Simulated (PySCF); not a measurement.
Molecule: SMILES C#CC1=C[C@@H]1C, C6H6.

Cartesian coordinates in Å; atom numbers follow the order of the lines, from 1:
```xyz
12

C     2.9692    0.0424    0.7210
C     1.8476    0.3514    0.4091
C     0.5594    0.6426    0.0265
C    -0.4897    1.4267   -0.0242
C    -0.6520    0.1077   -0.7042
C    -1.4923   -0.9897   -0.0897
H     3.9491   -0.1988    1.0056
H    -0.9542    2.3467    0.2315
H    -0.6212    0.0721   -1.7923
H    -1.4799   -0.9174    0.9961
H    -1.1100   -1.9688   -0.3754
H    -2.5247   -0.9156   -0.4302
```

Frames of a GFN2-xTB Langevin trajectory at 600 K; GIAO PBE0/pcSseg-1 shieldings in PySCF 2.14.0 with density-fitted response routines, gas phase, non-relativistic; equivalent atoms averaged within each frame.

References, each an isolated molecule treated in the same way: ¹³C (186.93 ppm), ¹H (31.72 ppm) vs TMS. The references are static minima.

Q: How do the shifts (ppm) fluctuate along the trajectory?

A: 
| time (fs) | C4 | C3 | C1 | C2 | C6 | C5 | H8 | H7 | H9 | H10/H11/H12 |
| --- | --- | --- | --- | --- | --- | --- | --- | --- | --- | --- |
| 250 | 144.6 | 117.3 | 109.2 | 81.3 | 16.9 | 16.1 | 8.50 | 3.78 | 2.04 | 1.67 |
| 425 | 127.5 | 116.8 | 112.0 | 80.5 | 33.7 | 19.7 | 7.19 | 5.67 | 2.22 | 2.08 |
| 625 | 131.6 | 129.2 | 107.0 | 82.1 | 20.1 | 13.5 | 7.12 | 4.04 | 2.23 | 1.01 |
| 800 | 147.9 | 124.3 | 119.2 | 90.0 | 17.7 | 24.3 | 8.50 | 5.04 | 0.69 | 0.50 |
| 1000 | 156.9 | 121.7 | 114.5 | 78.8 | 27.2 | 33.7 | 8.52 | 4.57 | 3.73 | 1.68 |
| mean of frames | 141.7 | 121.9 | 112.4 | 82.5 | 23.1 | 21.5 | 7.96 | 4.62 | 2.18 | 1.39 |
| standard deviation | 12.1 | 5.2 | 4.7 | 4.3 | 7.1 | 8.0 | 0.74 | 0.76 | 1.08 | 0.63 |

5 frames give an uncertainty of the mean of about the standard deviation over 2.2 at best, since frames this close in time may not be independent; classical motion lacks zero-point vibration, and the reference would need the same averaging.
